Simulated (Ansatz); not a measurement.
hcp Os was calculated with r²SCAN (PAW; Ansatz, a first-principles code).

Run with plane-wave cutoff 500 eV, 20×14×1 k mesh (along the axes of the cell as run), Fermi–Dirac smearing 0.1 eV, scalar-relativistic PAW data made under PBE.

Question: Predict the surface energy of the (10-10) face and work function of the (10-10) face.

Answer: 
- surface energy of the (10-10) face: 4.81 J/m²
- work function of the (10-10) face: 4.56 eV

The slab of 12 atoms is relaxed and unreconstructed.

Spin–orbit coupling is not included.

Static lattice: no zero-point or thermal effects.
